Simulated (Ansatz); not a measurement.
# ClFH2Si: molecular dynamics

Purpose: to follow the molecule's vibrations and see whether its bonds hold. The start is relaxed first. Runs: 300 steps of 0.5 fs at constant energy, with velocities drawn for 500 K. SMILES of the start: F[SiH2]Cl.

Program: Ansatz 0.2.0. Level of theory: RKS PBE-D4/def2-SVP. These are calculated values, not measurements.

### Step 1. The structure to begin with

Bond lengths: Si1–F2 1.590 Å, Si1–H3 1.460 Å, Si1–Cl4 2.128 Å, Si1–H5 1.459 Å. Angles: F2–Si1–H3 109.5°, F2–Si1–Cl4 109.5°, F2–Si1–H5 109.5°, H3–Si1–Cl4 109.5°, H3–Si1–H5 109.5°, Cl4–Si1–H5 109.5°.

Structure file:

```xyz
5

Si    0.0000    0.0000    0.0000
F     0.0000    0.0000    1.5900
H     1.3768    0.0000   -0.4862
Cl   -1.0032    1.7381   -0.7093
H    -0.6877   -1.1914   -0.4862
```

### Step 2. Preparing the start

input.yaml reads:

```yaml
crystal:
  periodic: [false, false, false]
  atoms:
    - { symbol: Si, position_ang: [0.0, 0.0, 0.0] }
    - { symbol: F, position_ang: [0.0, 0.0, 1.59] }
    - { symbol: H, position_ang: [1.3768, 0.0, -0.4862] }
    - { symbol: Cl, position_ang: [-1.0032, 1.7381, -0.7093] }
    - { symbol: H, position_ang: [-0.6877, -1.1914, -0.4862] }
basis:
  gaussian: { orbitals: def2-SVP }
hamiltonian:
  xc: pbe
  dispersion: d4
relax:
  f_tol: 0.02
  max_steps: 40
```

Started as:

```
> ansatz run input.yaml --threads 1 --pin off --max-ram 2048MiB --backend cpu --events-out ev --progress --plain --runs-dir out
```

What it wrote, cut to the lines that bear on the results:

```text
Warning: RAYON_NUM_THREADS=1 ignored (pool sized by the plan → 1); use --threads N
[...]
Functional definition: PBE
[...]
655 factors; their error is unknown
[...]
mean field -23131.74061954 eV, -850.0757885113 hartree, gradient 3.3e-5 eV, S^2 0.000000; 0 other end points of the search recorded, 0 dependent functions left out
[...]
reference -23131.74064536 eV, -850.0757894601 hartree; 21, 21 occupied and 39, 39 virtual orbitals, 655 factors
relax step   1: F+E_penalty+E_count = -23131.82622397 eV  Δ(F+E_penalty+E_count) = +0.000e0 eV  max|allowed force component| = 1.450e0 eV/Å  Δτ_max = 0.0000 Å  (23 SCF iters, accepted)
[...]
relax step   4: F+E_penalty+E_count = -23131.92197460 eV  Δ(F+E_penalty+E_count) = -6.785e-4 eV  max|allowed force component| = 2.485e-2 eV/Å  Δτ_max = 0.0043 Å  (28 SCF iters, accepted)
[...]
relax step   5: F+E_penalty+E_count = -23131.92198513 eV  Δ(F+E_penalty+E_count) = -1.053e-5 eV  max|allowed force component| = 1.020e-3 eV/Å  Δτ_max = 0.0005 Å  (18 SCF iters, accepted)
655 factors; their error is unknown
mean field -23131.83569264 eV, -850.0792823832 hartree, gradient 1.9e-5 eV, S^2 0.000000; 1 other end points of the search recorded, 0 dependent functions left out
[...]
reference -23131.83571824 eV, -850.0792833241 hartree; 21, 21 occupied and 39, 39 virtual orbitals, 655 factors
Total energy: -23131.92201073 eV, -850.0824545146 hartree
Atom 0 at    -0.002023     0.004031    -0.022978 Å, force     0.000591    -0.001020    -0.000780 eV/Å
Atom 1 at    -0.004493     0.007979     1.608079 Å, force     0.000232    -0.000424    -0.000590 eV/Å
Atom 2 at     1.417373     0.045117    -0.490155 Å, force    -0.000611     0.000303     0.000818 eV/Å
Atom 3 at    -0.977685     1.694153    -0.696230 Å, force    -0.000260     0.000445    -0.000284 eV/Å
Atom 4 at    -0.747272    -1.204580    -0.490415 Å, force     0.000048     0.000697     0.000836 eV/Å
Dipole moment:     0.105052    -0.181930    -0.186631 e Å
```

Run time: 3.7 s. Hardware: 1 thread of Intel Xeon 6975P-C (Granite Rapids), shared host; peak memory 0.13 GiB.

The steps of the relaxation:

| step | energy from step 1 (eV) | largest force component (eV/Å) |
| --- | --- | --- |
| 1 | 0.0000 | 1.4500 |
| 2 | -0.0783 | 0.8491 |
| 3 | -0.0951 | 0.2313 |
| 4 | -0.0958 | 0.0249 |
| 5 | -0.0958 | 0.0010 |

Step 1 is the start.

After: Bond lengths: Si1–F2 1.631 Å, Si1–H3 1.495 Å, Si1–Cl4 2.064 Å, Si1–H5 1.495 Å. Angles: F2–Si1–H3 108.3°, F2–Si1–Cl4 108.9°, F2–Si1–H5 108.3°, H3–Si1–Cl4 108.9°, H3–Si1–H5 113.4°, Cl4–Si1–H5 108.9°.

### Step 3. Dynamics

300 steps of 0.5 fs at constant energy, with velocities drawn for 500 K, from the relaxed start. H is given a mass of 2.014 u.

input.yaml reads:

```yaml
crystal:
  periodic: [false, false, false]
  atoms:
    - { symbol: Si, position_ang: [-0.002023, 0.004031, -0.022978] }
    - { symbol: F, position_ang: [-0.004493, 0.007979, 1.608079] }
    - { symbol: H, position_ang: [1.417373, 0.045117, -0.490155] }
    - { symbol: Cl, position_ang: [-0.977685, 1.694153, -0.69623] }
    - { symbol: H, position_ang: [-0.747272, -1.20458, -0.490415] }
basis:
  gaussian: { orbitals: def2-SVP }
hamiltonian:
  xc: pbe
  dispersion: d4
md:
  timestep: 0.5
  n_steps: 300
  ensemble: nve
  temperature: 500.0
  initial_velocities: maxwell_boltzmann
  seed: 772253
  masses: [{ species: H, mass: 2.014 }]
```

Started as:

```
> ansatz run input.yaml --threads 1 --pin off --max-ram 2048MiB --backend cpu --events-out ev --progress --plain --runs-dir out
```

What it wrote, cut to the lines that bear on the results:

```text
Warning: RAYON_NUM_THREADS=1 ignored (pool sized by the plan → 1); use --threads N
[...]
Functional definition: PBE
[...]
655 factors; their error is unknown
[...]
mean field -23131.83570050 eV, -850.0792826719 hartree, gradient 2.6e-5 eV, S^2 0.000000; 0 other end points of the search recorded, 0 dependent functions left out
[...]
reference -23131.83572606 eV, -850.0792836112 hartree; 21, 21 occupied and 39, 39 virtual orbitals, 655 factors
md step     0: t =     0.00 fs  T =   500.0 K  F+E_penalty+E_count = -23131.92199299 eV  E_kin = 0.193890 eV  conserved = -23131.72810299 eV  (26 SCF iters)
[...]
md step    20: t =    10.00 fs  T =   284.1 K  F+E_penalty+E_count = -23131.83810428 eV  E_kin = 0.110161 eV  conserved = -23131.72794362 eV  (27 SCF iters)
[...]
md step    40: t =    20.00 fs  T =   226.7 K  F+E_penalty+E_count = -23131.81594940 eV  E_kin = 0.087925 eV  conserved = -23131.72802428 eV  (28 SCF iters)
[...]
md step    60: t =    30.00 fs  T =   292.1 K  F+E_penalty+E_count = -23131.84110290 eV  E_kin = 0.113259 eV  conserved = -23131.72784369 eV  (28 SCF iters)
[...]
md step    80: t =    40.00 fs  T =   254.3 K  F+E_penalty+E_count = -23131.82650017 eV  E_kin = 0.098607 eV  conserved = -23131.72789319 eV  (28 SCF iters)
md step    81: t =    40.50 fs  T =   272.9 K  F+E_penalty+E_count = -23131.83376404 eV  E_kin = 0.105806 eV  conserved = -23131.72795805 eV  (28 SCF iters)
```

### Step 4. The output, continued: dynamics from the start

The log, continued, cut to the lines that bear on the results:

```text
md step    82: t =    41.00 fs  T =   288.0 K  F+E_penalty+E_count = -23131.83970521 eV  E_kin = 0.111698 eV  conserved = -23131.72800733 eV  (28 SCF iters)
[...]
md step   107: t =    53.50 fs  T =   285.5 K  F+E_penalty+E_count = -23131.83872711 eV  E_kin = 0.110701 eV  conserved = -23131.72802601 eV  (27 SCF iters)
[...]
md step   132: t =    66.00 fs  T =   352.1 K  F+E_penalty+E_count = -23131.86445151 eV  E_kin = 0.136554 eV  conserved = -23131.72789772 eV  (28 SCF iters)
[...]
md step   157: t =    78.50 fs  T =   245.5 K  F+E_penalty+E_count = -23131.82302007 eV  E_kin = 0.095212 eV  conserved = -23131.72780845 eV  (28 SCF iters)
[...]
md step   182: t =    91.00 fs  T =   112.0 K  F+E_penalty+E_count = -23131.77116497 eV  E_kin = 0.043448 eV  conserved = -23131.72771710 eV  (21 SCF iters)
md step   183: t =    91.50 fs  T =   116.6 K  F+E_penalty+E_count = -23131.77294627 eV  E_kin = 0.045228 eV  conserved = -23131.72771833 eV  (21 SCF iters)
md step   184: t =    92.00 fs  T =   126.5 K  F+E_penalty+E_count = -23131.77679269 eV  E_kin = 0.049066 eV  conserved = -23131.72772645 eV  (27 SCF iters)
```

### Step 5. The output, continued: dynamics from the start

Output, continued, cut to the lines that bear on the results:

```text
md step   185: t =    92.50 fs  T =   141.4 K  F+E_penalty+E_count = -23131.78257016 eV  E_kin = 0.054828 eV  conserved = -23131.72774217 eV  (27 SCF iters)
[...]
md step   206: t =   103.00 fs  T =   254.8 K  F+E_penalty+E_count = -23131.82658661 eV  E_kin = 0.098788 eV  conserved = -23131.72779815 eV  (28 SCF iters)
[...]
md step   227: t =   113.50 fs  T =   146.9 K  F+E_penalty+E_count = -23131.78469615 eV  E_kin = 0.056958 eV  conserved = -23131.72773840 eV  (19 SCF iters)
[...]
md step   248: t =   124.00 fs  T =   177.9 K  F+E_penalty+E_count = -23131.79675018 eV  E_kin = 0.068988 eV  conserved = -23131.72776264 eV  (25 SCF iters)
[...]
md step   299: t =   149.50 fs  T =   364.5 K  F+E_penalty+E_count = -23131.86932776 eV  E_kin = 0.141349 eV  conserved = -23131.72797872 eV  (27 SCF iters)
[...]
md step   300: t =   150.00 fs  T =   355.8 K  F+E_penalty+E_count = -23131.86595391 eV  E_kin = 0.137991 eV  conserved = -23131.72796334 eV  (25 SCF iters)
Total energy: -23131.86597952 eV, -850.0803954053 hartree
Atom 0 at    -0.008138     0.012919    -0.009247 Å, force    -0.786541    -0.513121     0.008829 eV/Å
Atom 1 at     0.002588    -0.021206     1.617844 Å, force     0.096975     0.252688     0.164173 eV/Å
Atom 2 at     1.350921     0.135038    -0.534327 Å, force     0.614969    -0.103035    -0.119889 eV/Å
Atom 3 at    -0.973806     1.702187    -0.717266 Å, force    -0.113063    -0.153089     0.115178 eV/Å
Atom 4 at    -0.730618    -1.284554    -0.359567 Å, force     0.187661     0.516557    -0.168292 eV/Å
Dipole moment:     0.112489    -0.161146    -0.185298 e Å
```

Wall time 2.9 min (1 thread of Intel Xeon 6975P-C (Granite Rapids), shared host); peak memory 0.12 GiB.

### Step 6. Frames and traces

The trajectory, every 16 steps (energies from step 0):

| time (fs) | T (K) | potential energy change (meV/atom) | total energy change (meV/atom) |
| --- | --- | --- | --- |
| 0.0 | 500 | 0.0 | 0.00 |
| 8.0 | 231 | 20.9 | 0.07 |
| 16.0 | 53 | 34.8 | 0.10 |
| 24.0 | 228 | 21.2 | 0.05 |
| 32.0 | 388 | 8.7 | 0.02 |
| 40.0 | 254 | 19.1 | 0.04 |
| 48.0 | 83 | 32.4 | 0.08 |
| 56.0 | 261 | 18.6 | 0.03 |
| 64.0 | 406 | 7.3 | 0.01 |
| 72.0 | 289 | 16.4 | 0.06 |
| 80.0 | 174 | 25.3 | 0.09 |
| 88.0 | 181 | 24.8 | 0.05 |
| 96.0 | 298 | 15.7 | 0.02 |
| 104.0 | 291 | 16.2 | 0.04 |
| 112.0 | 146 | 27.5 | 0.07 |
| 120.0 | 227 | 21.2 | 0.03 |
| 128.0 | 309 | 14.8 | 0.02 |
| 136.0 | 259 | 18.8 | 0.06 |
| 144.0 | 263 | 18.4 | 0.08 |
| 150.0 | 356 | 11.2 | 0.03 |

time (fs), T (K) and a bar:
```
      0.0        500 ##############################
      6.5        218 ########
     13.0        234 #########
     19.5        197 ######
     26.0        177 #####
     32.5        399 ######################
     39.0        218 ########
     45.5        166 ####
     52.0        222 ########
     58.5        181 #####
     65.0        389 #####################
     71.5        271 ############
     78.5        246 ##########
     85.0        266 ############
     91.5        117 
     98.0        311 ###############
    104.5        309 ###############
    111.0        170 ####
    117.5        265 ############
    124.0        178 #####
    130.5        263 ###########
    137.0        302 ##############
    143.5        268 ############
    150.0        356 ###################
```

Maxima of the velocity power spectrum (cm⁻¹, relative height; resolution about 440 cm⁻¹): 500 (100), 1560 (84).

### Step 7. Frames from the trajectory

Extended XYZ, with forces in eV/Å:

```xyz
5
time_fs=19.0 T=164 dE=0.1306
Si   -0.016    0.011   -0.003    0.251    1.012    0.308
F     0.011   -0.045    1.638    0.148    0.288   -0.377
H     1.301    0.209   -0.647    0.476   -0.231    0.248
Cl   -0.973    1.709   -0.726   -0.243   -0.220    0.272
H    -0.653   -1.227   -0.367   -0.632   -0.850   -0.451
5
time_fs=37.5 T=207 dE=0.1141
Si   -0.024    0.023   -0.001    1.099    1.143    0.548
F     0.040   -0.052    1.625   -0.360    0.219    0.207
H     1.424    0.036   -0.352    0.052    0.107   -0.356
Cl   -0.986    1.706   -0.733    0.109   -0.114    0.208
H    -0.729   -1.113   -0.457   -0.900   -1.354   -0.607
5
time_fs=56.0 T=261 dE=0.0929
Si    0.001    0.015   -0.010    0.571    0.759    0.389
F     0.020   -0.022    1.633   -0.192    0.022   -0.390
H     1.455   -0.048   -0.408   -0.264    0.142   -0.063
Cl   -0.991    1.696   -0.719    0.298    0.089    0.201
H    -0.822   -1.021   -0.586   -0.412   -1.013   -0.138
5
time_fs=75.0 T=390 dE=0.0427
Si    0.006    0.003   -0.025    0.102   -0.245   -0.423
F    -0.029    0.018    1.602    0.297    0.075    0.115
H     1.399    0.071   -0.638   -0.311   -0.064    0.452
Cl   -0.972    1.691   -0.687   -0.123    0.035   -0.051
H    -0.717   -1.260   -0.410    0.036    0.199   -0.092
5
time_fs=94.0 T=208 dE=0.1136
Si   -0.009   -0.023   -0.050    0.610   -0.552    0.063
F    -0.036    0.068    1.575    0.048   -0.167    0.220
H     1.444    0.131   -0.506   -0.541   -0.227    0.081
Cl   -0.963    1.690   -0.662   -0.321   -0.034   -0.333
H    -0.639   -1.402   -0.404    0.205    0.981   -0.031
5
time_fs=112.5 T=142 dE=0.1394
Si    0.014   -0.027   -0.038   -0.377   -0.378   -0.898
F    -0.031    0.085    1.585   -0.039   -0.453    0.125
H     1.480   -0.046   -0.442   -0.426    0.051    0.069
Cl   -0.977    1.683   -0.663    0.163   -0.029   -0.153
H    -0.792   -1.222   -0.701    0.679    0.809    0.858
5
time_fs=131.0 T=248 dE=0.0980
Si    0.025    0.018   -0.034   -1.178   -1.404   -0.037
F    -0.028    0.034    1.597    0.182    0.012    0.011
H     1.443   -0.126   -0.464    0.088    0.252   -0.086
Cl   -0.981    1.677   -0.682    0.133    0.426   -0.206
H    -0.873   -1.177   -0.517    0.774    0.714    0.318
5
time_fs=150.0 T=356 dE=0.0560
Si   -0.008    0.013   -0.009   -0.786   -0.513    0.009
F     0.003   -0.021    1.618    0.097    0.253    0.164
H     1.351    0.135   -0.534    0.615   -0.103   -0.120
Cl   -0.974    1.702   -0.717   -0.113   -0.153    0.115
H    -0.731   -1.285   -0.360    0.188    0.517   -0.168
```

### Step 8. Results

```
                          quantity                          value
           relaxation of the start        4 moves, 0.096 eV lower
                            length            300 steps of 0.5 fs
  temperature, first and last step                  500 and 356 K
          temperature, second half  mean 252 K, from 112 to 390 K
     potential energy, second half    +19 meV/atom from the start
largest change of the total energy                  0.10 meV/atom
            bonds formed or broken                              0
```

**Reading.** The temperature starts at 500 K and averages 252 K in the second half, where it ranges from 112 to 390 K; a mean near half the start is what vibrations about a minimum give, since they share energy equally between motion and strain. The total energy strays from its start by at most 0.10 meV/atom, 0.5 % of the mean kinetic energy, which is good for a step of 0.5 fs. The bonds all hold. Averages from a run of 150 fs with 5 atoms are rough. The nuclei move classically, without zero-point motion, which matters most for hydrogen.
